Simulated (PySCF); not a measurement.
**Simulated absorption spectrum**

Compound: C4H7Cl.
SMILES: `C/C=C\CCl`

Method: PySCF, TDDFT CAM-B3LYP/def2-SVPD, vertical, gas phase, core orbitals frozen in the response. One conformer (not necessarily the lowest) at the PBE0-D3(BJ)/def2-SVP geometry, without solvent, vibrations or thermal averaging. Torsions of this conformer, `[CH3:1]/[CH:2]=[CH:3]\[CH2:4][Cl:5]`: C2–C3–C4–Cl5 117°.

Computed states:

```csv
state,E (eV),f
S1,6.63,0.246
S2,6.88,0.0012
S3,7.05,0.032
S4,7.20,0.253
S5,7.63,0.011
S6,7.99,0.029
S7,8.08,0.0084
S8,8.17,0.0079
S9,8.31,0.081
S10,8.44,0.016
```

Broadening: Gaussians 0.3 eV wide at half height, area fixed by f = 4.319×10⁻⁹ ∫ε dν̃. The width is an assumption, not a result. The curve ends short of the highest state used, and states not computed would add to its high-energy end.

Problem. Give the broadened spectrum and its maxima.

Solution. 
```json
{"λ (nm)": "158.2", "ε (L mol⁻¹ cm⁻¹)": "1735"}
{"λ (nm)": "159.2", "ε (L mol⁻¹ cm⁻¹)": "1291"}
{"λ (nm)": "160.2", "ε (L mol⁻¹ cm⁻¹)": "1087"}
{"λ (nm)": "161.2", "ε (L mol⁻¹ cm⁻¹)": "1045"}
{"λ (nm)": "162.2", "ε (L mol⁻¹ cm⁻¹)": "1062"}
{"λ (nm)": "163.2", "ε (L mol⁻¹ cm⁻¹)": "1099"}
{"λ (nm)": "164.2", "ε (L mol⁻¹ cm⁻¹)": "1253"}
{"λ (nm)": "165.1", "ε (L mol⁻¹ cm⁻¹)": "1697"}
{"λ (nm)": "166.1", "ε (L mol⁻¹ cm⁻¹)": "2865"}
{"λ (nm)": "167.1", "ε (L mol⁻¹ cm⁻¹)": "5104"}
{"λ (nm)": "168.1", "ε (L mol⁻¹ cm⁻¹)": "8596"}
{"λ (nm)": "169.1", "ε (L mol⁻¹ cm⁻¹)": "13107"}
{"λ (nm)": "170.1", "ε (L mol⁻¹ cm⁻¹)": "17903"}
{"λ (nm)": "171.1", "ε (L mol⁻¹ cm⁻¹)": "21909"}
{"λ (nm)": "172.0", "ε (L mol⁻¹ cm⁻¹)": "23997"}
{"λ (nm)": "173.0", "ε (L mol⁻¹ cm⁻¹)": "24128"}
{"λ (nm)": "174.0", "ε (L mol⁻¹ cm⁻¹)": "22067"}
{"λ (nm)": "175.0", "ε (L mol⁻¹ cm⁻¹)": "18499"}
{"λ (nm)": "176.0", "ε (L mol⁻¹ cm⁻¹)": "14359"}
{"λ (nm)": "177.0", "ε (L mol⁻¹ cm⁻¹)": "10505"}
{"λ (nm)": "178.0", "ε (L mol⁻¹ cm⁻¹)": "7535"}
{"λ (nm)": "179.0", "ε (L mol⁻¹ cm⁻¹)": "5780"}
{"λ (nm)": "179.9", "ε (L mol⁻¹ cm⁻¹)": "5362"}
{"λ (nm)": "180.9", "ε (L mol⁻¹ cm⁻¹)": "6208"}
{"λ (nm)": "181.9", "ε (L mol⁻¹ cm⁻¹)": "8334"}
{"λ (nm)": "182.9", "ε (L mol⁻¹ cm⁻¹)": "11456"}
{"λ (nm)": "183.9", "ε (L mol⁻¹ cm⁻¹)": "15069"}
{"λ (nm)": "184.9", "ε (L mol⁻¹ cm⁻¹)": "18492"}
{"λ (nm)": "185.9", "ε (L mol⁻¹ cm⁻¹)": "21012"}
{"λ (nm)": "186.9", "ε (L mol⁻¹ cm⁻¹)": "22083"}
{"λ (nm)": "187.8", "ε (L mol⁻¹ cm⁻¹)": "21625"}
{"λ (nm)": "188.8", "ε (L mol⁻¹ cm⁻¹)": "19672"}
{"λ (nm)": "189.8", "ε (L mol⁻¹ cm⁻¹)": "16636"}
{"λ (nm)": "190.8", "ε (L mol⁻¹ cm⁻¹)": "13108"}
{"λ (nm)": "191.8", "ε (L mol⁻¹ cm⁻¹)": "9644"}
{"λ (nm)": "192.8", "ε (L mol⁻¹ cm⁻¹)": "6639"}
{"λ (nm)": "193.8", "ε (L mol⁻¹ cm⁻¹)": "4286"}
{"λ (nm)": "194.8", "ε (L mol⁻¹ cm⁻¹)": "2599"}
{"λ (nm)": "195.7", "ε (L mol⁻¹ cm⁻¹)": "1574"}
{"λ (nm)": "196.7", "ε (L mol⁻¹ cm⁻¹)": "853"}
{"λ (nm)": "197.7", "ε (L mol⁻¹ cm⁻¹)": "436"}
{"λ (nm)": "198.7", "ε (L mol⁻¹ cm⁻¹)": "211"}
{"λ (nm)": "199.7", "ε (L mol⁻¹ cm⁻¹)": "97"}
{"λ (nm)": "200.7", "ε (L mol⁻¹ cm⁻¹)": "42"}
```

Maxima: 187 nm (6.63 eV), ε about 22000, made up of S1 (100%); 173 nm (7.19 eV), ε about 24000, made up of S4 (93%) (ε in L mol⁻¹ cm⁻¹; maxima over ε = 5, shares over 10%). At its high-energy end, 7.84 eV, the curve is still rising (ε about 1800, from S5 and S6).

Problem. What would ε be at 7.19 eV, the highest of these maxima, with half the width (0.15 eV)?

Solution. About 45900 L mol⁻¹ cm⁻¹ against 24400, a factor of about 1.9; a lone state at its own centre would give exactly 2.

Problem. On this curve, what absorbance would a 10⁻³ mol/L sample give at 193 nm over a 1 cm path?

Solution. 193 nm is 6.424 eV, where ε is about 6100 L mol⁻¹ cm⁻¹, so A = ε c l ≈ 6.1 (Beer–Lambert, with the gas-phase spectrum and the assumed width).

Problem. Coming from long wavelengths, where does ε first pass 100 L mol⁻¹ cm⁻¹?

Solution. At about 200 nm (6.21 eV), 0.42 eV below S1.

The vertical ionisation energy (ΔSCF) is 9.63 eV, 1.20 eV above S10.

On Arm Neoverse V1, one thread, on a shared host, this took 1.9 min of wall time.
